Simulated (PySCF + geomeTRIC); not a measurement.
Computed with PBE0-D4/def2-TZVP (PySCF + geomeTRIC). fastk is a local helper that only speeds up exchange builds. No frequencies were computed at this level.

```python
import json, numpy as np
from pyscf import gto, dft
from fastk import lowrank_exchange
atoms = """
C      0.804840    -0.286018     0.104843
C     -0.456442    -0.037365     0.028717
H      1.735078     0.178674    -0.125655
H     -0.879655     0.890492    -0.367721
H     -1.203820    -0.745783     0.359816
"""
def scf(charge, spin, dm0=None):
    mol = gto.M(atom=atoms, basis='def2-tzvp', ecp={}, charge=charge, spin=spin, verbose=3, max_memory=5040)
    mf = dft.KS(mol, xc='pbe0').density_fit(auxbasis="def2-universal-jkfit")
    mf.disp = 'd4'
    mf.grids.level = 3
    mf.conv_tol = 1e-8
    mf.max_cycle = 60
    mf.kernel(dm0)
    if not mf.converged:
        mf = mf.newton().run(mf.mo_coeff, mf.mo_occ).undo_soscf()
    return mf
mf = scf(0, 1)
lowrank_exchange(mf)  # same exchange matrices as the stock routine, built faster for response steps
mo, _, stable, _ = mf.stability(return_status=True)
if not stable:
    mf.kernel(mf.make_rdm1(mo, mf.mo_occ))
del mf.get_jk
from pyscf.geomopt.geometric_solver import kernel as optimize
path = []
done, mol = optimize(mf, maxsteps=80, assert_convergence=False, callback=lambda env: path.append((env["energy"], bool(env["g_scanner"].converged))))
res = dict(converged=bool(done and path[-1][1]), energy=path[-1][0], path=[e for e, c in path], xyz=mol.atom_coords(unit="Angstrom").tolist(), nao=mol.nao)
json.dump(res, open("result.json", "w"))
```

Output:

```
converged SCF energy = -77.8303331171185  <S^2> = 0.76336584  2S+1 = 2.0133215
<class 'pyscf.df.df_jk.DFUKS'> wavefunction is stable in the internal stability analysis
Geometry optimization cycle 1
converged SCF energy = -77.8303331171395  <S^2> = 0.76336646  2S+1 = 2.0133221
cycle 1: E = -77.8303331171  dE = -77.8303  norm(grad) = 0.0239508
Geometry optimization cycle 2
converged SCF energy = -77.8307598375243  <S^2> = 0.7639942  2S+1 = 2.0139456
cycle 2: E = -77.8307598375  dE = -0.00042672  norm(grad) = 0.00722618
Geometry optimization cycle 3
converged SCF energy = -77.8308822013562  <S^2> = 0.76434078  2S+1 = 2.0142897
cycle 3: E = -77.8308822014  dE = -0.000122364  norm(grad) = 0.00182899
Geometry optimization cycle 4
converged SCF energy = -77.8308945621355  <S^2> = 0.76425783  2S+1 = 2.0142074
cycle 4: E = -77.8308945621  dE = -1.23608e-05  norm(grad) = 0.000754995
Geometry optimization cycle 5
converged SCF energy = -77.8308955782867  <S^2> = 0.76426083  2S+1 = 2.0142103
cycle 5: E = -77.8308955783  dE = -1.01615e-06  norm(grad) = 0.00018088
Geometry optimization cycle 6
converged SCF energy = -77.8308956468521  <S^2> = 0.76426828  2S+1 = 2.0142177
cycle 6: E = -77.8308956469  dE = -6.85654e-08  norm(grad) = 4.32555e-05
<class 'geometric.internal.Distance'> : 4
<class 'geometric.internal.Angle'> : 3
<class 'geometric.internal.OutOfPlane'> : 1
<class 'geometric.internal.Dihedral'> : 2
<class 'geometric.internal.TranslationX'> : 1
<class 'geometric.internal.TranslationY'> : 1
<class 'geometric.internal.TranslationZ'> : 1
<class 'geometric.internal.RotationA'> : 1
<class 'geometric.internal.RotationB'> : 1
<class 'geometric.internal.RotationC'> : 1
Step    0 : Gradient = 1.071e-02/1.821e-02 (rms/max) Energy = -77.8303331171
Step    1 : Displace = 3.027e-02/4.566e-02 (rms/max) Trust = 1.000e-01 (=) Grad = 3.232e-03/4.937e-03 (rms/max) E (change) = -77.8307598375 (-4.267e-04) Quality = 0.668
Step    2 : Displace = 1.530e-02/2.464e-02 (rms/max) Trust = 1.000e-01 (=) Grad = 8.180e-04/1.221e-03 (rms/max) E (change) = -77.8308822014 (-1.224e-04) Quality = 0.876
Step    3 : Displace = 3.973e-03/6.164e-03 (rms/max) Trust = 1.414e-01 (+) Grad = 3.376e-04/5.743e-04 (rms/max) E (change) = -77.8308945621 (-1.236e-05) Quality = 1.124
Step    4 : Displace = 1.270e-03/1.926e-03 (rms/max) Trust = 2.000e-01 (+) Grad = 8.089e-05/1.359e-04 (rms/max) E (change) = -77.8308955783 (-1.016e-06) Quality = 1.178
Step    5 : Displace = 3.055e-04/4.600e-04 (rms/max) Trust = 2.828e-01 (+) Grad = 1.934e-05/2.662e-05 (rms/max) E (change) = -77.8308956469 (-6.857e-08) Quality = 1.207
Converged! =D
```

Cost: around 50 core-seconds (rough).
